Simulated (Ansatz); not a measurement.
## C₂H₄S₂, SMILES CSC=S: a ladder of methods at one geometry

Program: Ansatz's Python interface.

`c2h4s2.xyz`
```text
8

C     0.26840    0.85240    0.83890
S     0.14350    0.65930   -0.96150
C    -0.30260   -1.04410   -1.02100
S    -0.40910   -1.85900   -2.44940
H    -0.74700    0.66530    1.26350
H     0.47530    1.95300    1.04550
H     1.01040    0.25200    1.27020
H    -0.34680   -1.53610   -0.04200
```

`methods_c2h4s2.py`
```python
'''One geometry of C2H4S2, method by method.'''

from pathlib import Path

import ansatz as az
import numpy as np

mol = az.Crystal.molecule_from_extxyz('c2h4s2.xyz')

calculation = mol.calculation()
calculation = calculation.basis(gaussian='cc-pVDZ').scf(lower_state_search='standard')

print('functional    E (Ha)        dipole (D)   HOMO (eV)  LUMO (eV)')
for name in ['hf', 'cam_b3lyp', 'pbe0', 'pbe', 'lda']:
    summary = calculation.functional(name).forces().orbitals().run(runs_dir='runs').report
    lines = Path(summary['orbitals_path']).read_text().splitlines()
    field_of = lambda key: [line.split('=')[1].strip() for line in lines if line.startswith(key)]
    orbitals = [(27.211386 * float(e), s, float(n)) for e, s, n in zip(field_of('Ene='), field_of('Spin='), field_of('Occup='))]
    homo = max(e for e, _, n in orbitals if n > 0.5)
    lumo = min(e for e, _, n in orbitals if n < 0.5)
    dipole = 4.803205 * np.linalg.norm(summary['charge_distribution']['dipole_moment_e_ang'])
    print(f'{name:10s} {summary["free_energy_ev"] / 27.211386246:14.6f} {dipole:9.3f} {homo:11.3f} {lumo:10.3f}')
```

Running `python methods_c2h4s2.py` prints:
```text
functional    E (Ha)        dipole (D)   HOMO (eV)  LUMO (eV)
hf            -873.096902     4.108      -9.218      1.476
cam_b3lyp     -874.944508     3.757      -7.676     -0.906
pbe0          -874.608813     3.853      -6.405     -2.085
pbe           -874.536699     3.754      -5.126     -2.855
lda           -871.492780     3.797      -5.207     -2.992
```

Reading the output:
- These settings explore the input space; basis and method may be short of convergence.
- The geometry is a force-field or estimated start, not a minimum of this method, and the basis set is short of its limit. A lower total doesn't mark the better method: functionals have no common bound, and MP2 and coupled cluster aren't variational.
- Levels such as HOMO and LUMO are orbital energies: with these approximate functionals they aren't the ionisation energy and electron affinity, and their gap isn't the fundamental gap.
- For Al to Cl the sets with a tight d function, cc-pV(X+d)Z, are usual.
- Finished in 5.2 s on 1 thread of AMD EPYC 9B45 (Zen 5), on a shared host, peak memory 0.26 GiB.

(Lines on the test bed's own set-up are left out of the output.)
